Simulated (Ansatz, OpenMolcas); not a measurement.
**From Ansatz to OpenMolcas**

This Ansatz 0.2.0 job computes SiF2 (SMILES F[Si]F):

input.yaml:
```yaml
basis:
  gaussian:
    orbitals: STO-3G
crystal:
  periodic: [false, false, false]
  atoms:
    - symbol: F
      position_ang: [-1.368955, 2.977805, -0.416802]
    - symbol: Si
      position_ang: [-2.130155, 1.684605, -0.976302]
    - symbol: F
      position_ang: [0.428600, -1.200400, 0.100700]
magnetization:
  spin_polarized: true
  initial_magnetization: 0
hamiltonian:
  xc: hf
accuracy: high
```

```bash
$ ansatz run input.yaml --threads 1 --pin off --max-ram 2610MiB --events-out events.jsonl --progress --plain --runs-dir runs
```

The F3–Si2 distance was set to 4.004 Å, away from the relaxed value.

The reference is spin-contaminated (⟨S²⟩ = 1.00).

It gives a total energy of -481.554348 Eh.

Problem. Translate the job to OpenMolcas 26.06 as an input file of the program's own.

Solution. One way, which was run:

mol.inp:
```
* F2Si Hartree-Fock

&GATEWAY
  BasLib = $CurrDir
  BasisSet
  F.STO-3G....
  F1 -1.368955 2.977805 -0.416802 angstrom
  F3 0.428600 -1.200400 0.100700 angstrom
  End of Basis
  BasisSet
  Si.STO-3G....
  Si2 -2.130155 1.684605 -0.976302 angstrom
  End of Basis

&SEWARD

&SCF
  UHF
  Thresholds = 1e-10 1e-07 1e-07 1e-05
  Scramble = 0.25
  PrOrbitals = 1 1
```

```bash
$ export MOLCAS_MEM=1860
$ pymolcas mol.inp > mol.log
```

(Basis files named in the input come from the Basis Set Exchange and aren't shown.)

Its energy is -481.554251 Eh, 0.097 mEh from the first.
